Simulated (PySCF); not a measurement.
# O₂: a composite coupled-cluster curve

An exercise on one series of results from a longer session: the logs are not shown, and one member is left open.

Program: PySCF 2.14.0. Level of theory: CCSD(T) on ROHF, no relativity in the base curves; scalar relativity is added as a correction. These are calculated values, not measurements.

2 further runs of the same task are left out: 2 set aside as unsound or not needed.

The first run:

```yaml
molecule: O₂
state: triplet, unpaired electrons π ↑↑
smaller_basis: O cc-pVTZ
larger_basis: O cc-pVQZ
frozen_core_orbitals: 2
extrapolation: correlation as n⁻³ (n = 3, 4), Hartree–Fock as (n+1)·exp(−9√n)
corrections: core–valence correlation, scalar relativity
distances_Å: 1.0549, 1.1029, 1.1508, 1.1988, 1.2467, 1.3067, 1.3666
masses_u: 15.9949, 15.9949
dissociation_limit: O + O
```

Started as:

```console
$ OMP_NUM_THREADS=4 python comp.py task.json out
```

Among the steps run: Coupled cluster at each distance.

One table of the session follows, with a row left open; its other results are not shown here.

Parts of the energy along the bond, in eV from O + O:

```
 R (Å)  HF/CBS  CCSD corr.      (T)  core–valence  relativity
1.0549  -0.639      -3.009  -0.2608       -0.0369      0.0083
1.1029  -1.170      -3.192  -0.2997       -0.0275      0.0086
1.1508       ?           ?        ?             ?           ?
1.1988  -1.200      -3.590  -0.3905       -0.0125      0.0077
1.2467  -0.881      -3.803  -0.4420       -0.0067      0.0068
1.3067  -0.290      -4.076  -0.5116       -0.0007      0.0056
1.3666   0.436      -4.353  -0.5859        0.0041      0.0045
```

Q: Estimate the row for R (Å) = 1.1508 from the others.

Worked estimate for «HF/CBS». A straight line through the neighbours (1.1029, -1.170) and (1.1988, -1.200) gives -1.170 + (-1.200 + 1.170) × (1.1508 − 1.1029) / (1.1988 − 1.1029) = -1.185; a parabola fitted to 4 rows on both sides gives -1.327.

The run gave: HF/CBS: -1.323; CCSD corr.: -3.386; (T): -0.3430; core–valence: -0.0195; relativity: 0.0084. In «HF/CBS» the line misses by +0.138 and the parabola by -0.004.

To keep in mind: Spin–orbit coupling and excitations beyond (T) are left out.
